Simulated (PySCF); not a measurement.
## Peak assignment

Molfile (atoms numbered from 1):
```
C5H8O
     RDKit          3D

 14 14  0  0  0  0  0  0  0  0999 V2000
    1.9409    0.1502    0.6244 C   0  0  0  0  0  0  0  0  0  0  0  0
    0.8069   -0.6349    0.8650 O   0  0  0  0  0  0  0  0  0  0  0  0
   -0.4060   -0.1537    0.3154 C   0  0  0  0  0  0  0  0  0  0  0  0
   -1.5072   -1.1325    0.6585 C   0  0  0  0  0  0  0  0  0  0  0  0
   -0.4222    0.6486   -0.9428 C   0  0  0  0  0  0  0  0  0  0  0  0
   -0.6619    1.3087    0.1629 C   0  0  0  0  0  0  0  0  0  0  0  0
    2.1423    0.2508   -0.4493 H   0  0  0  0  0  0  0  0  0  0  0  0
    1.8372    1.1546    1.0535 H   0  0  0  0  0  0  0  0  0  0  0  0
    2.7716   -0.3656    1.1020 H   0  0  0  0  0  0  0  0  0  0  0  0
   -1.5968   -1.2254    1.7384 H   0  0  0  0  0  0  0  0  0  0  0  0
   -1.2697   -2.1133    0.2522 H   0  0  0  0  0  0  0  0  0  0  0  0
   -2.4526   -0.7911    0.2457 H   0  0  0  0  0  0  0  0  0  0  0  0
   -0.3057    0.6642   -2.0004 H   0  0  0  0  0  0  0  0  0  0  0  0
   -0.8774    2.2390    0.6325 H   0  0  0  0  0  0  0  0  0  0  0  0
  1  2  1  0
  2  3  1  0
  3  4  1  0
  3  5  1  0
  5  6  2  0
  6  3  1  0
  1  7  1  0
  1  8  1  0
  1  9  1  0
  4 10  1  0
  4 11  1  0
  4 12  1  0
  5 13  1  0
  6 14  1  0
M  END
```

Computed data (PySCF 2.14): GFN2-xTB structure, shieldings: GIAO PBE0/pcSseg-1. One computed conformer, no solvent model, relativity neglected, fast rotation and ring inversion assumed for equivalent nuclei.

Scale: 13C and 1H against TMS (reference shieldings calculated alike).

(1) Assign these signals to the numbered atoms. 13C{1H} NMR (computed): δ 146.7, 61.9, 54.7, 27.9.

(2) Assign these signals to the numbered atoms. 1H NMR (400 MHz, computed): δ 8.68 (s, 2H), 2.88 (s, 3H), 1.52 (s, 3H).

Results:

(1) 
```tsv
δ (ppm)	atoms	environment	reason
146.7	C5/C6	alkene CH	as expected for a trigonal carbon in a double bond
61.9	C3	three-membered-ring carbon	pulled downfield by the heteroatom
54.7	C1	methyl carbon bonded to O	pulled downfield by the heteroatom
27.9	C4	methyl carbon	saturated and bonded to C and H only
```

(2) 
| δ (ppm) | atoms | environment | reason |
| --- | --- | --- | --- |
| 8.68 | H13/H14 | hydrogen on an alkene CH | – |
| 2.88 | H7/H8/H9 | hydrogen on a methyl carbon bonded to O | its carbon carries O, hence the downfield position |
| 1.52 | H10/H11/H12 | hydrogen on a methyl carbon | – |

Shifts are as computed. Against solution values, carbons near 30 ppm lie about +3 ppm off and those near 130 ppm about +5 ppm. Of 1211 compounds with measured shifts, 218 miss one by over three times the rms of a fit or turn the order of signals round; such compounds aren't used in these exercises. No couplings were computed; multiplicities are counted from neighbouring protons, with m where these are inequivalent, close in shift, in a saturated or five-membered ring or joined by F or P, and br s for small geminal =CH2 splittings.
